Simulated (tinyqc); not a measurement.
Inside a calculation. Method: CIS on RHF in the sto-3g basis, for H2O, spin multiplicity 1. One step of it, computed by the program tinyqc.

Problem. CIS matrix, singlets. A(ia,jb) = (e_a - e_i) d_ij d_ab + 2 (ia|jb) - (ij|ab).

orbital energies (hartree): MO1 -20.241138, MO2 -1.194262, MO3 -0.560020, MO4 -0.403665, MO5 -0.375380, MO6 0.441851, MO7 0.621522

Two-electron integrals over orbitals (pq|rs), unique and non-zero (hartree):
```
(11|11) 4.746516    (21|11) -0.429264   (21|21) 0.061300    (22|11) 1.019626
(22|21) -0.015423   (22|22) 0.720924    (31|11) -0.003167   (31|21) 0.000397
(31|22) -0.000308   (31|31) 0.010012    (32|11) 0.001970    (32|21) -0.000182
(32|22) -0.000822   (32|31) 0.016221    (32|32) 0.131506    (33|11) 0.749367
(33|21) -0.004542   (33|22) 0.608059    (33|31) 0.000092    (33|32) 0.000380
(33|33) 0.587780    (41|11) 0.154609    (41|21) -0.020355   (41|22) 0.011627
(41|31) -0.000230   (41|32) -0.000049   (41|33) 0.005026    (41|41) 0.024619
(42|11) -0.137694   (42|21) 0.007563    (42|22) -0.023572   (42|31) -0.000031
(42|32) -0.000515   (42|33) 0.004171    (42|41) 0.020403    (42|42) 0.130990
(43|11) -0.003578   (43|21) 0.000111    (43|22) -0.001697   (43|31) -0.001972
(43|32) 0.029767    (43|33) -0.000824   (43|41) 0.000187    (43|42) 0.001545
(43|43) 0.052677    (44|11) 0.960911    (44|21) -0.011569   (44|22) 0.672206
(44|31) 0.000011    (44|32) 0.001665    (44|33) 0.565393    (44|41) -0.009701
(44|42) -0.099087   (44|43) -0.001567   (44|44) 0.727117    (51|51) 0.025974
(52|51) 0.033256    (52|52) 0.150509    (53|51) 0.000234    (53|52) 0.000837
(53|53) 0.025745    (54|51) -0.011160   (54|52) -0.041217   (54|53) -0.000436
(54|54) 0.048409    (55|11) 1.115354    (55|21) -0.012161   (55|22) 0.754210
(55|31) -0.000089   (55|32) 0.001000    (55|33) 0.595456    (55|41) 0.004312
(55|42) -0.074668   (55|43) -0.002063   (55|44) 0.704348    (55|55) 0.880159
(61|11) 0.207500    (61|21) -0.031178   (61|22) 0.003436    (61|31) -0.000462
(61|32) -0.000353   (61|33) 0.000034    (61|41) -0.002557   (61|42) -0.019806
(61|43) -0.000146   (61|44) 0.015310    (61|55) 0.005669    (61|61) 0.025221
(62|11) -0.270735   (62|21) 0.006651    (62|22) -0.129408   (62|31) -0.000207
(62|32) -0.001848   (62|33) -0.059743   (62|41) -0.017925   (62|42) -0.031818
(62|43) 0.000650    (62|44) -0.072999   (62|55) -0.143540   (62|61) 0.007721
(62|62) 0.092664    (63|11) -0.009183   (63|21) 0.000181    (63|22) -0.004917
(63|31) -0.002078   (63|32) 0.046268    (63|33) -0.002722   (63|41) -0.000079
(63|42) 0.001553    (63|43) 0.040103    (63|44) -0.002801   (63|55) -0.005288
(63|61) -0.000026   (63|62) 0.002171    (63|63) 0.084674    (64|11) -0.255167
(64|21) 0.003083    (64|22) -0.122809   (64|31) 0.000209    (64|32) 0.001570
(64|33) -0.044086   (64|41) -0.003072   (64|42) 0.033639    (64|43) 0.001815
(64|44) -0.129340   (64|55) -0.141094   (64|61) -0.000129   (64|62) 0.064644
(64|63) 0.004360    (64|64) 0.087414    (65|51) -0.013823   (65|52) -0.053744
(65|53) -0.000827   (65|54) -0.004694   (65|65) 0.034194    (66|11) 0.750494
(66|21) -0.007081   (66|22) 0.577746    (66|31) 0.000219    (66|32) 0.004064
(66|33) 0.540714    (66|41) 0.017796    (66|42) 0.051762    (66|43) 0.003065
(66|44) 0.533148    (66|55) 0.563119    (66|61) -0.007606   (66|62) -0.082757
(66|63) 0.002515    (66|64) -0.047391   (66|66) 0.567570    (71|11) 0.006593
(71|21) -0.001043   (71|22) -0.000060   (71|31) 0.014372    (71|32) 0.022176
(71|33) 0.000233    (71|41) 0.000099    (71|42) -0.000361   (71|43) -0.002892
(71|44) 0.000382    (71|55) 0.000172    (71|61) 0.000233    (71|62) -0.000362
(71|63) -0.002498   (71|64) 0.000238    (71|66) 0.000397    (71|71) 0.020708
(72|11) -0.009393   (72|21) 0.000187    (72|22) -0.004611   (72|31) 0.014768
(72|32) 0.055882    (72|33) -0.001089   (72|41) -0.000347   (72|42) 0.000213
(72|43) -0.026475   (72|44) -0.003209   (72|55) -0.004845   (72|61) -0.000366
(72|62) 0.000959    (72|63) -0.028742   (72|64) 0.002328    (72|66) -0.002307
(72|71) 0.020224    (72|72) 0.069544    (73|11) 0.373019    (73|21) -0.006943
(73|22) 0.168449    (73|31) 0.000036    (73|32) 0.002861    (73|33) 0.088475
(73|41) -0.000096   (73|42) -0.069405   (73|43) -0.000317   (73|44) 0.154408
(73|55) 0.204175    (73|61) 0.005358    (73|62) -0.071501   (73|63) -0.001399
(73|64) -0.093089   (73|66) 0.041360    (73|71) 0.000256    (73|72) -0.002935
(73|73) 0.155407    (74|11) -0.002796   (74|21) 0.000040    (74|22) -0.000694
(74|31) -0.007614   (74|32) -0.068535   (74|33) -0.000710   (74|41) -0.000173
(74|42) -0.000370   (74|43) -0.009655   (74|44) -0.001796   (74|55) -0.001394
(74|61) 0.000349    (74|62) 0.001787    (74|63) -0.055503   (74|64) -0.000958
(74|66) -0.003688   (74|71) -0.010932   (74|72) -0.018054   (74|73) -0.002824
(74|74) 0.066153    (75|51) -0.000434   (75|52) -0.001720   (75|53) 0.024039
(75|54) 0.000170    (75|65) 0.000267    (75|75) 0.026116    (76|11) -0.001750
(76|21) 0.000065    (76|22) 0.000425    (76|31) -0.008010   (76|32) -0.091267
(76|33) -0.000600   (76|41) 0.000357    (76|42) 0.001525    (76|43) -0.061154
(76|44) -0.002218   (76|55) -0.000836   (76|61) -0.000038   (76|62) -0.000179
(76|63) -0.075976   (76|64) -0.002237   (76|66) -0.005067   (76|71) -0.011258
(76|72) 0.000322    (76|73) -0.003802   (76|74) 0.058004    (76|76) 0.117799
(77|11) 0.859632    (77|21) -0.009519   (77|22) 0.614182    (77|31) -0.000551
(77|32) -0.004847   (77|33) 0.581772    (77|41) 0.003371    (77|42) -0.022576
(77|43) -0.003700   (77|44) 0.589476    (77|55) 0.618269    (77|61) 0.004489
(77|62) -0.063357   (77|63) -0.006790   (77|64) -0.053304   (77|66) 0.543533
(77|71) -0.000535   (77|72) -0.002396   (77|73) 0.106590    (77|74) 0.002839
(77|76) 0.004905    (77|77) 0.604370
```

Give: CIS matrix A, singlet.

Solution.

CIS matrix A, singlet (hartree):
```
         1>6      1>7      2>6      2>7      3>6      3>7      4>6      4>7
1>6  19.9829   0.0022   0.0225  -0.0008  -0.0003   0.0187  -0.0181   0.0003
1>7   0.0022  20.0444  -0.0008   0.0500   0.0030   0.0011   0.0001  -0.0252
2>6   0.0225  -0.0008   1.2437   0.0015   0.0003  -0.0517   0.0775   0.0020
2>7  -0.0008   0.0500   0.0015   1.3407   0.0338  -0.0010   0.0031  -0.0135
3>6  -0.0003   0.0030   0.0003   0.0338   0.6305  -0.0022   0.0057  -0.0499
3>7   0.0187   0.0011  -0.0517  -0.0010  -0.0022   0.9106  -0.1250  -0.0019
4>6  -0.0181   0.0001   0.0775   0.0031   0.0057  -0.1250   0.4872   0.0003
4>7   0.0003  -0.0252   0.0020  -0.0135  -0.0499  -0.0019   0.0003   0.5680
5>6   0.0000   0.0000   0.0000   0.0000   0.0000   0.0000   0.0000   0.0000
5>7   0.0000   0.0000   0.0000   0.0000   0.0000   0.0000   0.0000   0.0000

        5>6     5>7
1>6  0.0000  0.0000
1>7  0.0000  0.0000
2>6  0.0000  0.0000
2>7  0.0000  0.0000
3>6  0.0000  0.0000
3>7  0.0000  0.0000
4>6  0.0000  0.0000
4>7  0.0000  0.0000
5>6  0.3225  0.0014
5>7  0.0014  0.4309
```
